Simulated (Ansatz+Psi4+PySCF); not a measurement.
The numbers below are computed, except where a source is named.
Input for Psi4 1.11:

```
molecule {
-1 2
Si 0.000000 0.000000 0.560850
O 0.000000 0.000000 -0.981480
}

basis {
assign O aug-cc-pVTZ
assign Si aug-cc-pV(T+d)Z
}
set reference rohf
set scf_type pk
energy('scf')
```

The input is written out from the run's settings.

Output:

* Converged: yes
* Total energy: -363.83301 hartree
* Spin squared of the determinant: 0.750
* Occupied orbitals by symmetry in an Abelian subgroup (alpha; beta): 7 A1 3 B1 2 B2; 7 A1 2 B1 2 B2
